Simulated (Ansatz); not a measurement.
hcp Os was calculated with r²SCAN (Ansatz, a first-principles code, plane waves, PAW).

Numerical settings: plane-wave cutoff 600 eV, 18×18×12 k mesh (along the axes of the cell as run), Fermi–Dirac smearing 0.1 eV, finite displacements, no spin polarisation, scalar-relativistic PAW data made under PBE.

The cell has the measured lattice parameters. Conventional cell: a = 2.7342 Å, b = 2.7342 Å, c = 4.3199 Å, α = 90.00°, β = 90.00°, γ = 120.00°.

```cif
data_Os2
_chemical_formula_sum 'Os2'
_space_group_name_H-M_alt 'P 1'
_space_group_IT_number 1
_cell_length_a 2.73420
_cell_length_b 2.73420
_cell_length_c 4.31990
_cell_angle_alpha 90.000
_cell_angle_beta 90.000
_cell_angle_gamma 120.000
loop_
_space_group_symop_operation_xyz
  'x, y, z'
loop_
_atom_site_label
_atom_site_type_symbol
_atom_site_fract_x
_atom_site_fract_y
_atom_site_fract_z
_atom_site_occupancy
Os1 Os 0.66667 0.33333 0.75000 1
Os2 Os 0.33333 0.66667 0.25000 1
```

Harmonic phonon frequencies (cm⁻¹; i marks an imaginary mode):

```json
[
 {"q point": "Γ", "frequencies": "0 0 0 167 167 221"},
 {"q point": "M", "frequencies": "111 140 157 166 174 181"},
 {"q point": "A", "frequencies": "117 117 117 117 180 180"},
 {"q point": "L", "frequencies": "132 132 152 152 212 212"}
]
```

No imaginary mode appears at these points.

Note: the cell isn't this level's own, so it is under some stress, which shifts stiffness and frequencies.
